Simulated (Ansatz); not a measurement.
## Band structure of Rh

```
Rh
1.0
     0.00000    1.91529    1.91529
     1.91529    0.00000    1.91529
     1.91529    1.91529    0.00000
Rh
1
Direct
  0.00000 0.00000 0.00000
```

The structure comes from a relaxation in the same program, started in the fcc type, and has space group Fm-3m. Whether it is a known phase or the ground state wasn't checked.

Spin polarisation is left out, and whether a magnetic state lies lower isn't shown here.

Computed with DFT, PBE, all-electron LAPW, scalar-relativistic (Ansatz 0.2.0).

Sampling and basis: a Γ-centred 16×16×16 k mesh, Fermi–Dirac smearing of 0.05 eV, basis error target 0.5 meV/atom, no spin polarisation.

Points in fractions of the reciprocal vectors of this cell: Γ (0, 0, 0), X (0.5, 0, 0.5), U (0.625, 0.25, 0.625), K (0.375, 0.375, 0.75), L (0.5, 0.5, 0.5), W (0.5, 0.25, 0.75). The path joins them by straight lines in the order Γ–X–U–K–Γ–L–W–X; legs that retrace an earlier one aren't tabulated. Energies are in eV from the Fermi level.

Q: List the levels at Γ between -8 and 6 eV.

A: -7.79, -2.97 (×3), -0.95 (×2).

Q: List the levels at W between -8 and 6 eV.

A: -4.85, -3.67 (×2), -1.15, 0.96.

Q: List the levels at K between -8 and 6 eV.

A: -5.32, -4.61, -1.99, -0.66, 0.37.

Q: What is the band gap?

A: none: with an odd electron count and no spin polarisation the bands can't all be full, a metal in this set-up (spin order or a larger cell could open a gap).
